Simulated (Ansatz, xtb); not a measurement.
# H5NPSi: which of two isomers lies lower

Structure a: `N[SiH2][PH]`, a doublet. Structure b: `[SiH3]N[PH]`, a doublet. Both are isolated molecules in the gas phase, relaxed with B3LYP-D3(BJ)/def2-SVP; the shapes shown needn't be the lowest conformers.

a (Å):

| atom | x (Å) | y (Å) | z (Å) |
| --- | --- | --- | --- |
| N | -0.2838 | -0.7356 | -0.3285 |
| P | 2.6551 | 0.9691 | -0.7097 |
| Si | 0.4638 | 0.5612 | -1.2060 |
| H | -0.4724 | -0.6185 | 0.6631 |
| H | -0.0012 | -1.6923 | -0.5216 |
| H | -0.3109 | 1.8067 | -0.9201 |
| H | 0.3768 | 0.2330 | -2.6612 |
| H | 2.6972 | 2.0417 | -1.6651 |

b (Å):

```yaml
atoms:
  - { symbol: N, position_ang: [0.7122, -0.5156, -1.3953] }
  - { symbol: P, position_ang: [-0.4367, -1.6054, -0.7144] }
  - { symbol: Si, position_ang: [1.0471, 1.1459, -0.9403] }
  - { symbol: H, position_ang: [-0.1679, 1.9974, -1.0938] }
  - { symbol: H, position_ang: [1.4903, 1.2320, 0.4813] }
  - { symbol: H, position_ang: [2.1285, 1.6397, -1.8394] }
  - { symbol: H, position_ang: [1.2529, -0.9145, -2.1592] }
  - { symbol: H, position_ang: [-0.9287, -0.6701, 0.2591] }
```

Quicker runs give these differences E(b) − E(a): GFN2-xTB −15.3 kcal/mol; HF/STO-3G −1.0 kcal/mol (at GFN2-xTB geometries); r2SCAN-D4/def2-SVP +4.4 kcal/mol (at GFN2-xTB geometries).

Task: Estimate which is lower in electronic energy at CCSD(T)/def2-SVP + ΔMP2/def2-TZVPP, and by roughly how much.

Result: The CCSD(T)/def2-SVP + ΔMP2/def2-TZVPP calculation puts structure a lower, by 3.3 kcal/mol.

The same difference at several levels:

| level | geometry | E(b) − E(a) (kcal/mol) | departure from the last row (kcal/mol) | job, with rough time for the two |
| --- | --- | --- | --- | --- |
| GFN2-xTB | GFN2-xTB | −15.3 | −18.6 | optimisation, 0.56 s |
| HF/STO-3G | GFN2-xTB | −1.0 | −4.2 | single point, 1.3 s |
| r2SCAN-D4/def2-SVP | GFN2-xTB | +4.4 | +1.1 | single point, 12 s |
| B3LYP-D3(BJ)/def2-SVP | B3LYP-D3(BJ)/def2-SVP | +1.4 | −1.9 | optimisation, 2.6 min |
| HF/def2-SVP | B3LYP-D3(BJ)/def2-SVP | +3.4 | +0.1 | part of the CCSD(T) run |
| MP2/def2-SVP | B3LYP-D3(BJ)/def2-SVP | +2.2 | −1.1 | part of the CCSD(T) run |
| CCSD(T)/def2-SVP | B3LYP-D3(BJ)/def2-SVP | +2.0 | −1.2 | single point |
| CCSD(T)/def2-SVP + ΔMP2/def2-TZVPP | B3LYP-D3(BJ)/def2-SVP | +3.3 |  | single point, 57 s |

As drawn, b has 1 N–P, 1 Si–H in place of 1 P–Si, 1 N–H.

GFN2-xTB, HF/STO-3G put the two in the other order. The largest departure from CCSD(T)/def2-SVP + ΔMP2/def2-TZVPP is that of GFN2-xTB, 18.6 kcal/mol. The last row adds to CCSD(T) the change of the MP2 difference between the two basis sets, here +1.2 kcal/mol.

With harmonic frequencies from B3LYP-D3(BJ)/def2-SVP (ideal gas, rigid rotor, one conformer each, 298.15 K, 1 atm): the zero-point term adds −0.8 kcal/mol; ΔH is +2.3 and ΔG +2.4 kcal/mol.

Open shells are spin-unrestricted. The correlated steps freeze 11 core orbitals. Programs: Ansatz 0.2.0, xtb 6.7.1; the last row on 1 thread of Intel(R) Xeon(R) Processor @ 2.50GHz (Skylake/Cascade Lake) on a shared host.
